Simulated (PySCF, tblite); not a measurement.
**AsNH6, a complex of two parts: NMR shifts, interaction energy, infrared bands, spin-spin couplings, core binding energies and electronic excitations**

An exercise on one series of results from a longer session: the logs are not shown, and one member is left open.

Programs: tblite 0.8.0 and PySCF 2.14.0. All values are calculated, for the isolated system unless a continuum is named. Atoms count from 0, parts from 1.

## Starting point

8 atoms, charge 0, multiplicity 1; geometry: rigid parts in contact. Parts: 1 = atoms 0–3, `N`, charge 0; 2 = atoms 4–7, `[AsH3]`, charge 0.

Set-up of the first run:

What the job is given:

```
{"job": {"kind": "dock", "xc": "GFN2-xTB", "basis": "xTB"}, "charge": 0, "multiplicity": 1, "parts": [{"atoms": "0-3", "charge": 0, "multiplicity": 1}, {"atoms": "4-7", "charge": 0, "multiplicity": 1}]}
N     -0.000215    -0.000312     0.274918
H      0.935807    -0.122060    -0.091888
H     -0.573681    -0.749732    -0.092457
H     -0.361911     0.872104    -0.090573
As     0.542152     2.758004     1.500888
H      0.928939     1.727512     2.513781
H     -0.841059     2.771023     2.071488
H      0.930821     3.828694     2.470280
```

Level: GFN2-xTB search for minima from random contacts, gas phase.

Command:

```sh
$ OMP_NUM_THREADS=1 python cluster_run.py task.json out
```

The driver reads the jobs from task.json and runs them one after another.

Steps of the session up to this table: Search for minima with GFN2-xTB; Optimising the geometry at PBE0-D3(BJ)/def2-TZVPD; Shielding tensors: PBE0/pcSseg-2; Coupled-cluster interaction energy: CCSD(T) and MP2.

One of the session's tables, all rows but one given; the rest of the session is left out.

It belongs to the step «Coupled-cluster interaction energy: CCSD(T) and MP2». 

| method | interaction energy (kcal/mol) |
| --- | --- |
| HF/aug-cc-pVDZ | -0.14 |
| MP2/aug-cc-pVDZ | -1.46 |
| CCSD/aug-cc-pVDZ | -1.17 |
| CCSD(T)/aug-cc-pVDZ | -1.39 |
| HF/aug-cc-pVQZ | -0.13 |
| MP2/aug-cc-pVQZ | -1.77 |
| SCS-MP2/aug-cc-pVQZ | ? |
| MP2, extrapolated | -1.82 |
| CCSD(T), limit estimate | -1.75 |

**Question.** Estimate the row for SCS-MP2/aug-cc-pVQZ.

As computed: interaction energy (kcal/mol): -1.38. In the column «interaction energy (kcal/mol)» it lies between CCSD(T)/aug-cc-pVDZ (-1.39) and CCSD/aug-cc-pVDZ (-1.17).
